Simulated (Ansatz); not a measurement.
Input for Ansatz (development build ahead of 0.2.0):

```yaml
crystal:
  periodic: [false, false, false]
  atoms:
    - { symbol: F, position_ang: [0.0, 0.0, -0.67776] }
    - { symbol: F, position_ang: [0.0, 0.0, 0.67776] }
basis:
  gaussian: { orbitals: "6-31G" }
magnetization:
  spin_polarized: true
hamiltonian:
  xc: hf
correlation:
  method: ccsd_t
  frozen_orbitals: { F: 1 }
```

The input is written out in the form of the current development build from the run's settings.

Results

* Converged: yes
* Reference energy: -198.64522 hartree
* Correlation energy: -0.26294 hartree
* Total energy: -198.90816 hartree
